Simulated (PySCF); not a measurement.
**Computed data sheet: `O=P(O)(O)O`**

Compound: H3O4P.
Z-matrix (Å and degrees, PBE0-D3(BJ)/def2-SVP geometry), rows numbered from 1:
```
O 
P   1  1.4762
O   2  1.6037  1  116.43
O   2  1.6042  1  116.31  3   119.85
O   2  1.6049  1  116.26  3  -120.02
H   3  0.9656  2  110.83  1    34.65
H   4  0.9656  2  110.84  1    35.85
H   5  0.9656  2  110.65  1    32.17
```

PBE0-D3(BJ)/def2-SVP geometry optimisation, gas phase (PySCF):

| Property | Result |
| --- | --- |
| Rotational constants A, B, C | 4.473, 4.419, 4.408 GHz |

**CAM-B3LYP/def2-SVPD ground state, ΔSCF and vertical TDDFT (core frozen in the response) (PySCF)**

| Item | Value |
| --- | --- |
| Dipole moment | 0.36 D |
| HOMO energy | -10.51 eV |
| LUMO energy | 0.36 eV |
| HOMO–LUMO gap | 10.87 eV |
| Lowest singlet excitation | 7.63 eV (162 nm, f = 0.029) |
| Lowest triplet excitation (Tamm–Dancoff) | 7.36 eV |
| Static isotropic polarisability | 37.9 au |
| Vertical ionisation energy | 11.64 eV |
| Electronic spatial extent ⟨r²⟩ about the centre of nuclear charge | 408 bohr² |

From delta-SCF UKS SCAN, pcX-2 on the ionised atom, pcseg-1 elsewhere, spin-free X2C; 2p3/2 from a spin–orbit splitting computed afterwards within the 2p shell (PySCF):

| Property | Result |
| --- | --- |
| Core binding energies | P2p3/2 140.6 (P2), O1s 537.4 (O1), O1s 540.1 (O3/O4/O5), P1s 2154.9 (P2) eV |

Monoisotopic mass (most abundant isotopes): 97.9769 u.

The rotational constants are those of a nearly spherical top. The polarisability is 5.62 Å³ as a volume (1 au = 0.148185 Å³), or 0.76 au for each of the 50 electrons. The dipole matches unit charges of opposite sign 0.07 Å apart (1 e·Å = 4.8032 D). In wavenumbers S1 is 61600 cm⁻¹ (1 eV = 8065.54 cm⁻¹). No computed singlet falls in the visible range (750 to 380 nm, 1.65 to 3.26 eV); S1 lies 4.37 eV above its blue end. With B = h/(8π²I), that is 505.379 GHz u Å² over I, the principal moments of inertia are 113.0, 114.4 and 114.7 u Å² (most abundant isotopes); the inertial defect Ic − Ia − Ib is -112.7 u Å² (zero for a rigid planar frame, negative otherwise). The vertical singlet–triplet gap S1 − T1 is 0.27 eV (TDDFT singlet less Tamm–Dancoff triplet). S1 lies 3.24 eV below the HOMO–LUMO gap.

One conformer stands for the species.
